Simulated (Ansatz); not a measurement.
# AlH₂+ (triplet): wave-function methods side by side at angle H2–Al1–H3 = 86.6°, aug-cc-pVTZ

How much of the correlation energy of AlH₂+ (triplet) does each wave-function method recover here?

Program: Ansatz 0.2.0, Gaussian basis. Level of theory: aug-cc-pVTZ, core rule «outside noble gas», up to 5 orbitals frozen. These are calculated values, not measurements.

The runs, in order: UHF; CCSD(T) on ROHF; CCSD(T) on UHF; BCCD(T) on ROHF; CCSDT(Q) on ROHF; CCSDT(Q) on UHF; CASSCF and NEVPT2, 4 electrons in 6 orbitals; Full CI.

14 further runs of the same task are left out: 9 that didn't finish, 5 set aside as unsound or not needed.

**1. The geometry**

The geometry derives from a PBE0/def2-TZVP stationary point (not a proven minimum). One angle is set to the value named; bond lengths are kept.

3 atoms, charge 1, spin multiplicity 3.

Atoms are counted from 1 here; the program's logs count them from 0.

Bond lengths: Al1–H2 1.722 Å, Al1–H3 1.722 Å. Angles: H2–Al1–H3 86.6°.

**2. UHF**

The input, in.yaml:

```yaml
crystal:
  periodic: [false, false, false]
  atoms:
    - {symbol: Al, position_ang: [0.000000, 0.000000, -0.087134]}
    - {symbol: H, position_ang: [0.000000, 1.181122, 1.166243]}
    - {symbol: H, position_ang: [0.000000, -1.181122, 1.166243]}
basis:
  gaussian: {orbitals: aug-cc-pVTZ}
total_charge: 1
magnetization: {spin_polarized: true, initial_magnetization: 2}
hamiltonian: {xc: hf}
output: {orbitals: {seedname: orbitals}}
```

Command:

```console
$ ansatz run in.yaml --threads 1 --pin off --events-out ev --progress --plain --max-ram 2393MiB
```

The runs that follow: CCSD(T) on ROHF; CCSD(T) on UHF; BCCD(T) on ROHF; CCSDT(Q) on ROHF; CCSDT(Q) on UHF; CASSCF and NEVPT2, 4 electrons in 6 orbitals; Full CI.

Before running them: what should the planned runs give, taken together? Wanted: FCI below the RHF energy; RMP2 from FCI; UMP2 from FCI; RCCSD from FCI; RCCSD(T) from FCI; UCCSD(T) from FCI; RCCSDT(Q) from FCI; UCCSDT(Q) from FCI; NEVPT2 valence from FCI.

As calculated:

| quantity | value |
| --- | --- |
| FCI below the RHF energy | -2.0007 eV |
| RMP2 from FCI | +11.05 kcal/mol |
| UMP2 from FCI | +12.02 kcal/mol |
| RCCSD from FCI | +1.30 kcal/mol |
| RCCSD(T) from FCI | +0.32 kcal/mol |
| UCCSD(T) from FCI | +0.28 kcal/mol |
| RCCSDT(Q) from FCI | 0.00 kcal/mol |
| UCCSDT(Q) from FCI | -0.03 kcal/mol |
| NEVPT2 valence from FCI | +5.24 kcal/mol |
| levels within 1 kcal/mol (43 meV) | RCCSD(T), UCCSD(T), BCCD(T), RCCSDT, UCCSDT, RCCSDT(Q), UCCSDT(Q) |
| T1 diagnostic | 0.038 |
| effectively unpaired electrons | 2.03 |

RCCSD(T) misses by +0.32 kcal/mol, 0.7 % of the correlation energy. One determinant dominates. These misses are within one basis, not against nature; the frozen cores of restricted and unrestricted runs differ, which can shift their rows.
